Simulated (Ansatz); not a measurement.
**AlH₂+ (triplet): the correlation ladder at scale of all distances = 1.511, aug-cc-pVTZ**

Aim: climb from Hartree-Fock through coupled cluster and multireference methods for AlH₂+ (triplet) at one geometry and basis, and see what each rung misses.

Computed with Ansatz 0.2.0, Gaussian basis. Level: aug-cc-pVTZ, core rule «outside noble gas», up to 5 orbitals frozen.

To be run: UHF; CCSD(T) on ROHF; CCSD(T) on UHF; BCCD(T) on ROHF; CCSDT(Q) on ROHF; CCSDT(Q) on UHF; CASSCF and NEVPT2, 4 electrons in 6 orbitals; Full CI.

14 further runs of the same task are left out: 1 for a known fault of the program, 12 that didn't finish, 1 set aside as unsound or not needed.

## 1. The geometry

The geometry derives from a PBE0/def2-TZVP stationary point (not a proven minimum). All distances are scaled together.

3 atoms, charge 1, spin multiplicity 3.

Atoms are counted from 1 here; the program's logs count them from 0.

No contacts short enough for the rule that draws bonds.

## 2. UHF

in.yaml

```yaml
crystal:
  periodic: [false, false, false]
  atoms:
    - {symbol: Al, position_ang: [0.000000, 0.000000, -0.154266]}
    - {symbol: H, position_ang: [0.000000, 1.359264, 2.064775]}
    - {symbol: H, position_ang: [0.000000, -1.359264, 2.064775]}
basis:
  gaussian: {orbitals: aug-cc-pVTZ}
total_charge: 1
magnetization: {spin_polarized: true, initial_magnetization: 2}
hamiltonian: {xc: hf}
output: {orbitals: {seedname: orbitals}}
```

On the command line:

```bash
$ ansatz run in.yaml --threads 1 --pin off --events-out ev --progress --plain --max-ram 2393MiB
```

After this run come: CCSD(T) on ROHF; CCSD(T) on UHF; BCCD(T) on ROHF; CCSDT(Q) on ROHF; CCSDT(Q) on UHF; CASSCF and NEVPT2, 4 electrons in 6 orbitals; Full CI.

Q: Predict the results of all the runs planned. Wanted: FCI below the RHF energy; RMP2 from FCI; UMP2 from FCI; RCCSD from FCI; RCCSD(T) from FCI; UCCSD(T) from FCI; RCCSDT(Q) from FCI; UCCSDT(Q) from FCI; NEVPT2 valence from FCI.

The runs gave:

```
                         quantity                                                                            value
         FCI below the RHF energy                                                                       -1.3179 eV
                    RMP2 from FCI                                                                   +9.43 kcal/mol
                    UMP2 from FCI                                                                   +9.39 kcal/mol
                   RCCSD from FCI                                                                   +0.50 kcal/mol
                RCCSD(T) from FCI                                                                   +0.15 kcal/mol
                UCCSD(T) from FCI                                                                   +0.13 kcal/mol
               RCCSDT(Q) from FCI                                                                    0.00 kcal/mol
               UCCSDT(Q) from FCI                                                                    0.00 kcal/mol
          NEVPT2 valence from FCI                                                                   +2.34 kcal/mol
levels within 1 kcal/mol (43 meV)  RCCSD, UCCSD, RCCSD(T), UCCSD(T), BCCD(T), RCCSDT, UCCSDT, RCCSDT(Q), UCCSDT(Q)
                    T1 diagnostic                                                                            0.039
   effectively unpaired electrons                                                                             2.06
```

What this shows: RCCSD(T) misses by +0.15 kcal/mol, 0.5 % of the correlation energy. One determinant dominates. These misses are within one basis, not against nature; the frozen cores of restricted and unrestricted runs differ, which can shift their rows.
